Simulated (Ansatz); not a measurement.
Results of PBE-D3(BJ) (Ansatz, a first-principles code, PAW) for hcp Cd.

Settings: plane-wave cutoff 520 eV, 24×24×10 k mesh (along the axes of the cell as run), Fermi–Dirac smearing 0.05 eV, scalar-relativistic PAW data made under PBE.

Energies at three volumes about the minimum:

```csv
V (Å³/atom),E − E_lowest (meV/atom)
20.924,1.44
21.351,0.00
21.778,1.34
```

Problem. Fit a parabola by hand: where is the minimum, and what is the bulk modulus?

Solution. Slopes: (0.00 − 1.44)/(21.351 − 20.924) = -3.372 and (1.34 − 0.00)/(21.778 − 21.351) = 3.138 meV/Å³. Curvature E″ = 2 × (3.138 − (-3.372))/(21.778 − 20.924) = 15.246 meV/Å⁶. From the middle of the first interval, the slope vanishes at V0 = 21.1375 − (-3.372)/15.246 = 21.359 Å³/atom. B = V0 E″ = 21.359 × 15.246 meV/Å³ × 0.1602 GPa per meV/Å³ = 52.2 GPa. The full Birch–Murnaghan fit to all volumes gives V0 = 21.349 Å³/atom and B0 = 51.9 GPa.

Shape and atoms are relaxed at each volume.

Measured, for comparison: bulk modulus 53.8 GPa (zero-point energy and finite temperature contributions removed, our sources range from 50.7 to 53.8; as tabulated in doi:10.1021/acs.jctc.3c00612). Computed (rounded) less measured: bulk modulus -4 % (inside the range of the sources held).

Note: the bulk modulus comes from volumes at which shape and atoms were relaxed.
